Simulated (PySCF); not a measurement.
Simulated C 1s region for `C1CC(C1)Cl` (chlorocyclobutane), binding energy against the vacuum level.

Every computed line was given a Gaussian of 0.7 eV full width at half maximum and an area set by the number of equivalent atoms; the highest printed point is 100. The calculation used PySCF, delta-SCF UKS SCAN, pcX-2 on the ionised atom, pcseg-1 elsewhere, spin-free X2C.

```tsv
binding energy (eV)	intensity
289.8	1
289.9	1
290.0	4
290.1	8
290.2	16
290.3	29
290.4	47
290.5	67
290.6	86
290.7	98
290.8	100
290.9	91
291.0	74
291.1	54
291.2	36
291.3	22
291.4	14
291.5	11
291.6	13
291.7	18
291.8	24
291.9	30
292.0	33
292.1	33
292.2	29
292.3	23
292.4	16
292.5	10
292.6	6
292.7	3
292.8	1
292.9	1
293.0	0
```

**Question.** Count the maxima, the lines and the sites behind this envelope.

**Answer.** The curve has 2 maxima (at 290.8 and 292.0 eV). Under it lie 3 lines from 3 inequivalent carbon sites. At this width some lines have no maximum of their own.

**Question.** Decompose the envelope and assign each component. Numbering: `[Cl:1][CH:2]1[CH2:3][CH2:4][CH2:5]1`.

**Answer.** 
```
position (eV)  relative area  line  atoms                environment
       290.77              1  C 1s     C4  four-membered-ring carbon
       290.77              2  C 1s  C3/C5  four-membered-ring carbon
       292.04              1  C 1s     C2            sp3 C–Cl carbon
```

**Question.** What are the centre and the root-mean-square width of the whole band?

**Answer.** The area-weighted mean of the lines is 291.09 eV. Their own spread about it is 0.55 eV (rms) and each Gaussian has σ = 0.7/2.355 = 0.30 eV; the variances add, which gives 0.63 eV.

The listed C 1s values span 1.27 eV, from C4 (bonded to 2 C and 2 H) to C2 (bonded to Cl, 2 C and H). The widest gap between neighbouring values is 1.27 eV, between 290.77 and 292.04 eV. Summing the Pauling electronegativity differences to the bonded atoms, each weighted by its formal bond order, gives -0.70 for the lowest site and +0.26 for the highest; no listed site has a larger sum than the highest. The values 290.77 and 290.77 eV lie too close for their order to be trusted.

No satellites, vibrations or lifetime broadening are included. The first atom of each set that the bonding makes equivalent was ionised and stands for the set. Geometry: GFN2-xTB, one conformer, isolated molecule.
